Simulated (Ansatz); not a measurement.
## Ansatz (development build ahead of 0.2.0) run

```yaml
crystal:
  periodic: [false, false, false]
  atoms:
    - { symbol: P, position_ang: [0.0, 0.0, 0.0] }
    - { symbol: P, position_ang: [0.0, 0.0, 3.78] }
basis:
  gaussian: { orbitals: pcseg-2 }
magnetization:
  spin_polarized: true
hamiltonian:
  xc: pbe
```

The input is written out in the form of the current development build from the run's settings.

Results

```json
{"Converged": "yes", "Total energy": "-682.23031 hartree", "Spin squared of the determinant": "2.783", "Stability test": "minimum"}
```

Caution: the unrestricted determinant is a mixture of spin states.
